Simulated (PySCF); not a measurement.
Compound: 2-butanone, C4H8O.
Bonds: C1–C2, C2–C3, C3–C4, C3–O5 (double). Hydrogens: H6, H7, H8 on C1; H9, H10 on C2; H11, H12, H13 on C4.

The same species was optimised twice, with GFN2-xTB and with PBE0-D3(BJ)/def2-SVP (PySCF), and the same property calculations (PySCF, gas phase) were run on both structures.

```json
{"coordinate": "C4–H12 (Å)", "GFN2-xTB": "1.087", "PBE0-D3(BJ)/def2-SVP": "1.102", "change": "+0.015"}
{"coordinate": "C4–H11 (Å)", "GFN2-xTB": "1.089", "PBE0-D3(BJ)/def2-SVP": "1.102", "change": "+0.013"}
{"coordinate": "C2–H10 (Å)", "GFN2-xTB": "1.092", "PBE0-D3(BJ)/def2-SVP": "1.105", "change": "+0.013"}
{"coordinate": "C1–H6 (Å)", "GFN2-xTB": "1.087", "PBE0-D3(BJ)/def2-SVP": "1.100", "change": "+0.013"}
{"coordinate": "C1–H8 (Å)", "GFN2-xTB": "1.087", "PBE0-D3(BJ)/def2-SVP": "1.099", "change": "+0.012"}
{"coordinate": "C1–H7 (Å)", "GFN2-xTB": "1.087", "PBE0-D3(BJ)/def2-SVP": "1.099", "change": "+0.012"}
{"coordinate": "C2–H9 (Å)", "GFN2-xTB": "1.094", "PBE0-D3(BJ)/def2-SVP": "1.105", "change": "+0.011"}
{"coordinate": "C4–H13 (Å)", "GFN2-xTB": "1.087", "PBE0-D3(BJ)/def2-SVP": "1.097", "change": "+0.010"}
{"coordinate": "C1–C2 (Å)", "GFN2-xTB": "1.523", "PBE0-D3(BJ)/def2-SVP": "1.515", "change": "-0.008"}
{"coordinate": "C3=O5 (Å)", "GFN2-xTB": "1.203", "PBE0-D3(BJ)/def2-SVP": "1.208", "change": "+0.005"}
{"coordinate": "C3–C4 (Å)", "GFN2-xTB": "1.511", "PBE0-D3(BJ)/def2-SVP": "1.510", "change": "-0.001"}
{"coordinate": "C2–C3 (Å)", "GFN2-xTB": "1.516", "PBE0-D3(BJ)/def2-SVP": "1.516", "change": "0.000"}
{"coordinate": "H9–C2–H10 (°)", "GFN2-xTB": "107.2", "PBE0-D3(BJ)/def2-SVP": "104.6", "change": "-2.6"}
{"coordinate": "C2–C3–C4 (°)", "GFN2-xTB": "114.2", "PBE0-D3(BJ)/def2-SVP": "116.4", "change": "+2.2"}
{"coordinate": "C3–C4–H11 (°)", "GFN2-xTB": "108.8", "PBE0-D3(BJ)/def2-SVP": "110.4", "change": "+1.6"}
{"coordinate": "C2–C3–O5 (°)", "GFN2-xTB": "123.2", "PBE0-D3(BJ)/def2-SVP": "121.7", "change": "-1.5"}
{"coordinate": "C1–C2–H9 (°)", "GFN2-xTB": "110.0", "PBE0-D3(BJ)/def2-SVP": "111.4", "change": "+1.4"}
{"coordinate": "H11–C4–H12 (°)", "GFN2-xTB": "108.2", "PBE0-D3(BJ)/def2-SVP": "106.9", "change": "-1.3"}
{"coordinate": "H7–C1–H8 (°)", "GFN2-xTB": "108.0", "PBE0-D3(BJ)/def2-SVP": "106.9", "change": "-1.1"}
{"coordinate": "C3–C2–H10 (°)", "GFN2-xTB": "108.9", "PBE0-D3(BJ)/def2-SVP": "107.9", "change": "-1.0"}
{"coordinate": "C1–C2–C3–C4 (°)", "GFN2-xTB": "169", "PBE0-D3(BJ)/def2-SVP": "178", "change": "+9"}
```

Rotational constants: A = 9426, B = 3672, C = 2791 MHz (GFN2-xTB) against A = 9606, B = 3620, C = 2765 MHz (PBE0-D3(BJ)/def2-SVP). Atoms that the bonding makes alike are paired by their places after alignment.

On the GFN2-xTB structure: HOMO (eV) -7.21 [PBE0/pcSseg-1]; LUMO (eV) -0.24 [PBE0/pcSseg-1]; dipole (D) 2.85 [PBE0/pcSseg-1]; GIAO shielding of C1 (ppm) 177.4 [PBE0/pcSseg-1]; GIAO shielding of C2 (ppm) 147.5 [PBE0/pcSseg-1]; GIAO shielding of C3 (ppm) -24.8 [PBE0/pcSseg-1]; GIAO shielding of C4 (ppm) 154.8 [PBE0/pcSseg-1]; GIAO shielding of O5 (ppm) -331.9 [PBE0/pcSseg-1].

Q: What do these properties become on the PBE0-D3(BJ)/def2-SVP structure?

A: 
```json
{"property": "HOMO (eV)", "level": "PBE0/pcSseg-1", "on GFN2-xTB": "-7.21", "on PBE0-D3(BJ)/def2-SVP": "-7.21", "change": "0.00"}
{"property": "LUMO (eV)", "level": "PBE0/pcSseg-1", "on GFN2-xTB": "-0.24", "on PBE0-D3(BJ)/def2-SVP": "-0.29", "change": "-0.05"}
{"property": "dipole (D)", "level": "PBE0/pcSseg-1", "on GFN2-xTB": "2.85", "on PBE0-D3(BJ)/def2-SVP": "2.87", "change": "+0.02"}
{"property": "energy, GFN2-xTB geometry as zero (kcal/mol)", "level": "PBE0/pcSseg-1", "on GFN2-xTB": "0.0", "on PBE0-D3(BJ)/def2-SVP": "-0.5", "change": "-0.5"}
{"property": "GIAO shielding of C1 (ppm)", "level": "PBE0/pcSseg-1", "on GFN2-xTB": "177.4", "on PBE0-D3(BJ)/def2-SVP": "175.6", "change": "-1.8"}
{"property": "GIAO shielding of C2 (ppm)", "level": "PBE0/pcSseg-1", "on GFN2-xTB": "147.5", "on PBE0-D3(BJ)/def2-SVP": "146.9", "change": "-0.6"}
{"property": "GIAO shielding of C3 (ppm)", "level": "PBE0/pcSseg-1", "on GFN2-xTB": "-24.8", "on PBE0-D3(BJ)/def2-SVP": "-25.5", "change": "-0.7"}
{"property": "GIAO shielding of C4 (ppm)", "level": "PBE0/pcSseg-1", "on GFN2-xTB": "154.8", "on PBE0-D3(BJ)/def2-SVP": "153.6", "change": "-1.2"}
{"property": "GIAO shielding of O5 (ppm)", "level": "PBE0/pcSseg-1", "on GFN2-xTB": "-331.9", "on PBE0-D3(BJ)/def2-SVP": "-347.1", "change": "-15.2"}
```

The heavy atoms differ by 0.060 Å rms after alignment. Among all bonds C4–H12 changes most (+0.015 Å). Changes are differences of the printed values. Neither structure is proved a minimum here.

Conformer computed: `[CH3:1][CH2:2][C:3]([CH3:4])=[O:5]`: C1–C2–C3–C4 178°.
